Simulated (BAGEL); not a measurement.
**C2H4Cl2 (1,2-dichloroethane) at HF/3-21G (density fitting with cc-pvqz-jkfit)**

What is the vertical ionisation energy of C2H4Cl2 (1,2-dichloroethane) at HF/3-21G (density fitting with cc-pvqz-jkfit)? 

Program for the calculation: BAGEL 1.2.2.

1 further run of the same task is left out (set aside as unsound or not needed).

## Step 1: The structure to begin with

C2H4Cl2: 8 atoms, total charge 0, spin state singlet. As SMILES, `ClCCCl`. Geometry: relaxed at PBE0-D4/def2-TZVP. This is one conformer, not always the lowest.

Bond lengths: Cl1–C2 1.776 Å, C2–C3 1.504 Å, C3–Cl4 1.776 Å, C2–H5 1.091 Å, C2–H6 1.089 Å, C3–H7 1.091 Å, C3–H8 1.089 Å. Some angles: Cl1–C2–C3 112.5°, C2–C3–Cl4 112.5°, Cl1–C2–H5 107.0°, Cl1–C2–H6 107.4°, C3–C2–H5 109.3°, C3–C2–H6 111.2°, C2–C3–H7 109.3°, C2–C3–H8 111.2°, Cl4–C3–H7 107.0°, Cl4–C3–H8 107.4°.

## Step 2: The energy at HF/3-21G (density fitting with cc-pvqz-jkfit)

Contents of input.json:

```json
{ "bagel" : [

{
  "title" : "molecule",
  "basis" : "3-21g",
  "df_basis" : "cc-pvqz-jkfit",
  "angstrom" : true,
  "geometry" : [
    { "atom" : "Cl", "xyz" : [      -2.043530,       0.146710,      -0.469250 ] },
    { "atom" : "C", "xyz" : [      -0.462920,       0.562090,       0.226000 ] },
    { "atom" : "C", "xyz" : [       0.627600,      -0.371560,      -0.222240 ] },
    { "atom" : "Cl", "xyz" : [       0.432340,      -2.010930,       0.432390 ] },
    { "atom" : "H", "xyz" : [      -0.226170,       1.575680,      -0.101920 ] },
    { "atom" : "H", "xyz" : [      -0.570340,       0.551100,       1.309740 ] },
    { "atom" : "H", "xyz" : [       1.589520,       0.001780,       0.133100 ] },
    { "atom" : "H", "xyz" : [       0.653500,      -0.454880,      -1.307840 ] }
  ]
},

{ "title" : "hf" },

{ "title" : "print", "file" : "orbitals.molden", "orbitals" : true }

]}
```

Command:

```
$ BAGEL_NUM_THREADS=1 BAGEL input.json > input.out
```

The log of the run:

```text
* using 1 threads per process

  ===============================================================
  ===============================================================

  *** Geometry ***

  { "atom" : "Cl", "xyz" : [     -3.861712,      0.277242,     -0.886754 ] },
  { "atom" : "C", "xyz" : [     -0.874792,      1.062196,      0.427078 ] },
  { "atom" : "C", "xyz" : [      1.185992,     -0.702147,     -0.419973 ] },
  { "atom" : "Cl", "xyz" : [      0.817004,     -3.800107,      0.817099 ] },
  { "atom" : "H", "xyz" : [     -0.427399,      2.977604,     -0.192601 ] },
  { "atom" : "H", "xyz" : [     -1.077786,      1.041428,      2.475050 ] },
  { "atom" : "H", "xyz" : [      3.003757,      0.003364,      0.251523 ] },
  { "atom" : "H", "xyz" : [      1.234936,     -0.859599,     -2.471459 ] },

  Number of auxiliary basis functions:      712

  Since a DF basis is specified, we compute 2- and 3-index integrals:
    o Being stored without compression. Storage requirement is 0.015 GB

  Number of basis functions:       52
  Number of electrons      :       50

    * METHOD: MOLECULE                             0.44

  *** RHF ***

  === Nuclear Repulsion ===
   203.3281046767

      * DIIS with orbital gradients will be used.

  === RHF iteration (3-21g) ===
      0       -992.16215497          0.01123411           0.07
      1       -992.20980324          0.00456460           0.07
      2       -992.21531165          0.00136034           0.07
      3       -992.21599869          0.00017229           0.07
      4       -992.21601535          0.00004080           0.07
      5       -992.21601691          0.00001016           0.07
      6       -992.21601698          0.00000233           0.07
      7       -992.21601698          0.00000023           0.07
      8       -992.21601698          0.00000007           0.07
      9       -992.21601698          0.00000002           0.07
     10       -992.21601698          0.00000000           0.07
    * SCF iteration converged.

    * Permanent dipole moment:
           (   -0.911382,    -1.054493,    -0.020852) a.u.

    * METHOD: HF                                   0.90

    * METHOD: PRINT                                0.01

  ===============================================================
```

It took 1.5 s on 1 thread of Arm Neoverse V1, shared host; peak memory 0.1 GiB.

## Step 3: The doublet cation at the same level

Contents of job.json:

```json
{ "bagel": [

{
  "title": "molecule",
  "basis": "3-21g",
  "df_basis": "cc-pvqz-jkfit",
  "angstrom": true,
  "geometry": [
    { "atom": "Cl", "xyz": [      -2.043530,       0.146710,      -0.469250 ] },
    { "atom": "C", "xyz": [      -0.462920,       0.562090,       0.226000 ] },
    { "atom": "C", "xyz": [       0.627600,      -0.371560,      -0.222240 ] },
    { "atom": "Cl", "xyz": [       0.432340,      -2.010930,       0.432390 ] },
    { "atom": "H", "xyz": [      -0.226170,       1.575680,      -0.101920 ] },
    { "atom": "H", "xyz": [      -0.570340,       0.551100,       1.309740 ] },
    { "atom": "H", "xyz": [       1.589520,       0.001780,       0.133100 ] },
    { "atom": "H", "xyz": [       0.653500,      -0.454880,      -1.307840 ] }
  ]
},

{
  "title": "uhf",
  "charge": 1,
  "nopen": 1
},

{
  "title": "print",
  "file": "orbitals.molden",
  "orbitals": true
}

]}
```

Command:

```
$ BAGEL_NUM_THREADS=1 BAGEL job.json > job.out
```

The log of the run:

```text
* using 1 threads per process

  ===============================================================
  ===============================================================

  *** Geometry ***

  { "atom" : "Cl", "xyz" : [     -3.861712,      0.277242,     -0.886754 ] },
  { "atom" : "C", "xyz" : [     -0.874792,      1.062196,      0.427078 ] },
  { "atom" : "C", "xyz" : [      1.185992,     -0.702147,     -0.419973 ] },
  { "atom" : "Cl", "xyz" : [      0.817004,     -3.800107,      0.817099 ] },
  { "atom" : "H", "xyz" : [     -0.427399,      2.977604,     -0.192601 ] },
  { "atom" : "H", "xyz" : [     -1.077786,      1.041428,      2.475050 ] },
  { "atom" : "H", "xyz" : [      3.003757,      0.003364,      0.251523 ] },
  { "atom" : "H", "xyz" : [      1.234936,     -0.859599,     -2.471459 ] },

  Number of auxiliary basis functions:      712

  Since a DF basis is specified, we compute 2- and 3-index integrals:
    o Being stored without compression. Storage requirement is 0.015 GB

  Number of basis functions:       52
  Number of electrons      :       50

    * METHOD: MOLECULE                             0.45

  *** Open-shell HF ***

  === Nuclear Repulsion ===
   203.3281046767

      * DIIS with orbital gradients will be used.

  === UHF iteration (3-21g) ===
      0       -991.69998163          0.02851617           0.14
      1       -991.76854711          0.02018013           0.13
      2       -991.78542791          0.01142746           0.13
      3       -991.79581384          0.00218151           0.13
      4       -991.79785210          0.00103612           0.13
      5       -991.79879915          0.00023561           0.13
      6       -991.79884911          0.00014849           0.13
      7       -991.79887511          0.00013387           0.13
      8       -991.79892185          0.00011826           0.13
      9       -991.79899010          0.00009802           0.13
     10       -991.79903188          0.00008760           0.13
     11       -991.79907700          0.00007429           0.13
     12       -991.79912660          0.00006866           0.13
     13       -991.79912666          0.00006966           0.13
     14       -991.79913545          0.00006030           0.14
     15       -991.79914349          0.00004889           0.13
     16       -991.79914713          0.00004141           0.13
     17       -991.79914768          0.00002585           0.14
     18       -991.79914840          0.00001248           0.14
     19       -991.79914868          0.00000410           0.14
     20       -991.79914868          0.00000307           0.13
     21       -991.79914870          0.00000293           0.13
     22       -991.79914869          0.00000290           0.13
     23       -991.79914869          0.00000291           0.13
     24       -991.79914870          0.00000301           0.14
     25       -991.79914869          0.00000273           0.14
     26       -991.79914870          0.00000262           0.14
     27       -991.79914874          0.00000208           0.14
     28       -991.79914877          0.00000162           0.14
     29       -991.79914879          0.00000114           0.14
     30       -991.79914880          0.00000077           0.14
     31       -991.79914880          0.00000057           0.14
     32       -991.79914880          0.00000053           0.14
     33       -991.79914880          0.00000051           0.14
     34       -991.79914880          0.00000050           0.14
     35       -991.79914880          0.00000052           0.14
     36       -991.79914880          0.00000029           0.14
     37       -991.79914880          0.00000021           0.14
     38       -991.79914880          0.00000013           0.14
     39       -991.79914880          0.00000008           0.15
     40       -991.79914880          0.00000006           0.14
     41       -991.79914880          0.00000006           0.14
     42       -991.79914880          0.00000006           0.15
     43       -991.79914880          0.00000006           0.14
     44       -991.79914880          0.00000006           0.14
     45       -991.79914880          0.00000006           0.14
     46       -991.79914880          0.00000005           0.14
     47       -991.79914880          0.00000005           0.14
     48       -991.79914880          0.00000005           0.14
     49       -991.79914880          0.00000005           0.14
     50       -991.79914880          0.00000005           0.15
     51       -991.79914880          0.00000004           0.14
     52       -991.79914880          0.00000005           0.14
     53       -991.79914880          0.00000004           0.14
     54       -991.79914880          0.00000004           0.14
     55       -991.79914880          0.00000004           0.14
     56       -991.79914880          0.00000004           0.15
     57       -991.79914880          0.00000004           0.14
     58       -991.79914880          0.00000004           0.14
     59       -991.79914880          0.00000004           0.14
     60       -991.79914880          0.00000004           0.14
     61       -991.79914880          0.00000002           0.14
     62       -991.79914880          0.00000002           0.14
     63       -991.79914880          0.00000002           0.14
     64       -991.79914880          0.00000002           0.14
     65       -991.79914880          0.00000002           0.14
     66       -991.79914880          0.00000002           0.14
     67       -991.79914880          0.00000002           0.14
     68       -991.79914880          0.00000002           0.13
     69       -991.79914880          0.00000002           0.14
     70       -991.79914880          0.00000002           0.14
     71       -991.79914880          0.00000002           0.13
     72       -991.79914880          0.00000001           0.14
     73       -991.79914880          0.00000001           0.14
     74       -991.79914880          0.00000001           0.14
    * SCF iteration converged.

    * S^2 (UHF) is 0.7594

    * Permanent dipole moment:
           (   -0.820271,    -0.949055,    -0.018769) a.u.

    * METHOD: UHF                                 10.53

    * METHOD: PRINT                                0.01

  ===============================================================
```

Wall time 11 s (1 thread of Arm Neoverse V1, shared host); peak memory 0.1 GiB.

## Step 4: What came out

Level: HF/3-21G (density fitting with cc-pvqz-jkfit).

| quantity | value |
| --- | --- |
| singlet C2H4Cl2: total energy | -992.21602 Eh |
| singlet C2H4Cl2: dipole moment | 3.54 D |
| singlet C2H4Cl2: HOMO energy | -11.94 eV |
| singlet C2H4Cl2: LUMO energy | 4.91 eV |
| singlet C2H4Cl2: HOMO–LUMO gap | 16.85 eV |
| doublet cation: total energy | -991.79915 Eh |
| doublet cation: ⟨S²⟩ | 0.759 |
| vertical ionisation energy (to the doublet cation) | 11.344 eV |

What this shows: The vertical ionisation energy comes to 11.34 eV (262 kcal/mol). The negative HOMO energy of the first species, 11.94 eV, lies 0.60 eV above that difference.
